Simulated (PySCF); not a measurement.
Species: C4H6Cl2.
Atom-mapped SMILES: `[CH3:1]/[CH:2]=[CH:3]/[CH:4]([Cl:5])[Cl:6]` (hydrogens: H7, H8, H9 on C1; H10 on C2; H11 on C3; H12 on C4)

Method: PySCF 2.14.0, PBE0-D3(BJ)/def2-SVP geometry optimisation, gas phase; density fitting, grid level 1; the optimiser is geomeTRIC in internal coordinates, started from an MMFF94s structure.

Step 0: E = -29266.6246 eV
```
atom  x, y, z in Å  |  force x, y, z in eV/Å
C1      1.8560    0.6468   -0.3849   -0.434  -0.176   0.047
C2      0.5413   -0.0544   -0.5060   -0.275   0.284   0.671
C3     -0.4429    0.0389    0.4049    0.134  -0.311  -0.607
C4     -1.7687   -0.6535    0.3067    0.768   0.393   0.042
Cl5    -3.0689    0.5570    0.2780   -0.231   0.097  -0.063
Cl6    -1.9739   -1.7409    1.6967   -0.083  -0.208   0.131
H7      2.6689   -0.0856   -0.3761    0.278  -0.103  -0.082
H8      1.9245    1.2441    0.5298   -0.038   0.072   0.147
H9      2.0021    1.3137   -1.2400    0.169   0.127  -0.223
H10     0.4074   -0.6672   -1.3953   -0.140  -0.214  -0.241
H11    -0.2933    0.6561    1.2892   -0.095   0.106   0.246
H12    -1.8526   -1.2551   -0.6030   -0.053  -0.067  -0.069
```

Step 1: E = -29266.6301 eV
```
atom  x, y, z in Å  |  force x, y, z in eV/Å
C1      1.8424    0.6606   -0.4034    0.050   0.029   0.009
C2      0.5076    0.0088   -0.5117    0.086  -0.133  -0.101
C3     -0.4167    0.0026    0.4512    0.079  -0.003   0.152
C4     -1.7250   -0.6794    0.3301   -0.171   0.131  -0.147
Cl5    -3.0179    0.5554    0.1489   -0.079  -0.041   0.026
Cl6    -2.0706   -1.7117    1.7441    0.094   0.026  -0.042
H7      2.6351   -0.1079   -0.3467   -0.027   0.074  -0.008
H8      1.9123    1.2959    0.4920    0.029  -0.038  -0.004
H9      2.0696    1.2799   -1.2865   -0.043  -0.013   0.009
H10     0.3038   -0.5241   -1.4519   -0.031  -0.033   0.086
H11    -0.2517    0.5406    1.3916   -0.011  -0.008   0.000
H12    -1.7889   -1.3206   -0.5578    0.024   0.009   0.020
```

Problem. Estimate the geometry and energy of step 2. (The exact step hangs on the optimiser's Hessian estimate; all steps are aligned on step 1, rigid shifts and turns removed.)

Solution. E = -29266.6382 eV, largest force 0.169 eV/Å
```
atom  x, y, z in Å  |  force x, y, z in eV/Å
C1      1.8436    0.6579   -0.4123    0.000  -0.041   0.067
C2      0.5110   -0.0067   -0.4737    0.155   0.019  -0.006
C3     -0.4145    0.0153    0.4891   -0.036  -0.011  -0.165
C4     -1.7235   -0.6585    0.3141   -0.094   0.086   0.088
Cl5    -3.0396    0.5560    0.1536    0.049  -0.059   0.021
Cl6    -2.0657   -1.7410    1.6877   -0.019  -0.067   0.062
H7      2.6469   -0.0964   -0.3556    0.016   0.014  -0.020
H8      1.9323    1.3171    0.4631    0.007  -0.014   0.008
H9      2.0375    1.2537   -1.3183   -0.035   0.007   0.000
H10     0.2921   -0.5697   -1.3909   -0.017   0.002   0.006
H11    -0.2604    0.5481    1.4342   -0.036   0.025  -0.045
H12    -1.7598   -1.2760   -0.5911    0.011   0.038  -0.015
```

The energy changes by -0.0081 eV. The first-order estimate −F·Δx gives -0.0225 eV and the mean of the old and new forces, exact on a quadratic surface, -0.0079 eV. The step makes an angle of 70° with the force vector and moves no atom by more than 0.077 Å.

What follows is the cost of the whole optimisation. Time: 51 s wall; peak memory 0.50 GiB. Hardware: Arm Neoverse V1, one thread, no GPU (shared host).
